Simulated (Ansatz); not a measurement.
Total energies of H5OPSi, SMILES `OP[SiH3]`.

Cartesian coordinates in Å:
```
O -1.2765 -1.2004 -0.6982
P -0.1006 -0.1340 -1.2040
Si 0.4793 0.7324 0.8014
H -1.9782 -1.2289 -1.3530
H 1.0230 -1.0131 -1.2245
H 1.7636 1.4555 0.5931
H 0.6521 -0.3093 1.8476
H -0.5627 1.6978 1.2376
```

Total charge 0; spin multiplicity 1. All single points use the PBE0-D4/def2-TZVP geometry. It is one conformer, not always the lowest. Basis def2-TZVPP, Ansatz 0.2.0.

RPA on PBE orbitals: Hartree–Fock energy of these orbitals -707.45865 Eh, correlation -0.91596 Eh (frozen core).

| functional | energy without D4 (Eh) | D4 term (kJ/mol) |
| --- | --- | --- |
| LDA (SPW92) | -706.13080 | – |
| PBE | -708.73566 | -14.6 |
| revPBE | -708.98137 | -43.2 |
| BLYP | -709.10753 | -32.2 |
| r2SCAN | -709.03871 | -3.4 |
| B97M-V | -708.94607 | – |
| PBE0 | -708.79602 | -12.3 |
| B3LYP | -709.17817 | -23.8 |
| r2SCANh | -709.03039 | -3.6 |
| r2SCAN0 | -709.01880 | -4.0 |
| HSE06 (plane-wave form) | -708.77868 | -11.5 |
| BHLYP | -709.09083 | -18.9 |
| CAM-B3LYP | -709.11985 | -12.5 |
| LC-ωPBE | -708.89563 | – |
| ωB97X-V | -709.00592 | – |
| ωB97M-V | -709.05334 | – |
| B2PLYP | -708.83339 | – |
| PBE-QIDH | -708.61391 | – |

B3LYP takes the VWN-RPA correlation (the form of Gaussian; ORCA's B3LYP/G). HSE06 is the plane-wave form, built on full-range PBE exchange. The double hybrids freeze the cores in their second-order part.

LC-ωPBE has ω = 0.4 bohr⁻¹.
